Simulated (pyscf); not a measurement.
Thermochemistry of product channels of F–SiH₂–O–SiH₃ + F atom (F•) on the doublet surface, in kcal/mol, from ωB97M-D3(BJ)/def2-TZVP energies (ideal gas, 1 atm, RRHO with modes under 100 cm⁻¹ raised to 100, one conformer, R ln 2 for chiral ones without a mode under 150 cm⁻¹). Single points on ωB97X-D3(BJ)/def2-SVP structures (PySCF, gas phase).

```csv
products,ΔE,ΔH(298 K),ΔG(900 K),ΔG(1200 K)
F–SiH•–O–SiH₃ + hydrogen fluoride (HF),-36.8,-36.6,-42.4,-44.1
F–SiH₂–O–SiH₂• + hydrogen fluoride (HF),-39.1,-38.9,-44.7,-46.5
F–SiH(F)–O–SiH₂• + hydrogen (H₂),-73.8,-76.0,-76.8,-77.3
•O–SiH₂–F + silylene (SiH₂) [singlet] + hydrogen fluoride (HF),+65.7,+62.0,+25.0,+13.3
F–SiH•–O–SiH₂–F + hydrogen (H₂),-68.9,-70.8,-70.8,-71.0
F–Si•(F)–O–SiH₃ + hydrogen (H₂),-66.9,-69.0,-70.0,-70.5
```

These are energies of the channels, which say nothing of barriers. •O–SiH₂–F lies 23.3 kcal/mol over its isomer HO–SiH•–F (electronic energy, ωB97M-D3(BJ)/def2-TZVP). Left out: orbital degeneracy and the spin-orbit lowering of F.
